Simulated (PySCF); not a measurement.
# Towards the basis-set limit for Al₂−

The task here is to estimate one member of a computed series from the others.

Method: CCSD(T) on ROHF, no relativity in the base curves; scalar relativity is added as a correction; program: PySCF 2.14.0.

1 further run of the same task is left out (set aside as unsound or not needed).

The first run:

- molecule: Al₂−
- state: quartet, unpaired electrons σ ↑, π ↑↑
- smaller basis: Al aug-cc-pV(D+d)Z
- larger basis: Al aug-cc-pV(T+d)Z
- frozen core orbitals: 10
- extrapolation: correlation as n⁻³ (n = 2, 3), Hartree–Fock as (n+1)·exp(−9√n)
- corrections: core–valence correlation, scalar relativity
- distances (Å): 2.2686, 2.3717, 2.4749, 2.5780, 2.6811, 2.8100, 2.9389
- masses (u): 26.9815, 26.9815
- dissociation limit: Al + Al−

Launch:

```sh
$ OMP_NUM_THREADS=4 python comp.py task.json out
```

Among the steps run: Coupled cluster at each distance.

One table of the session follows, with a row left open; its other results are not shown here.

It belongs to the step «Coupled cluster at each distance». Parts of the energy along the bond, in eV from Al + Al−:

```
 R (Å)  HF/CBS  CCSD corr.      (T)  core–valence  relativity
2.2686  -1.370      -0.664  -0.1783       -0.0253      0.0047
2.3717  -1.597      -0.644  -0.1800       -0.0132      0.0058
2.4749  -1.713      -0.624  -0.1816       -0.0041      0.0064
2.5780       ?           ?        ?             ?           ?
2.6811  -1.729      -0.588  -0.1848        0.0071      0.0065
2.8100  -1.649      -0.569  -0.1873        0.0107      0.0061
2.9389  -1.530      -0.552  -0.1906        0.0126      0.0055
```

**Question.** Estimate the row for R (Å) = 2.5780.

Worked estimate for «HF/CBS». A straight line through the neighbours (2.4749, -1.713) and (2.6811, -1.729) gives -1.713 + (-1.729 + 1.713) × (2.5780 − 2.4749) / (2.6811 − 2.4749) = -1.721; a parabola fitted to 4 rows on both sides gives -1.748.

The run gave: HF/CBS: -1.750; CCSD corr.: -0.606; (T): -0.1832; core–valence: 0.0025; relativity: 0.0066. In «HF/CBS» the line misses by +0.029 and the parabola by +0.002.

Caveats from the session: An extrapolation from double and triple zeta is rough, so this isn't yet the limit.
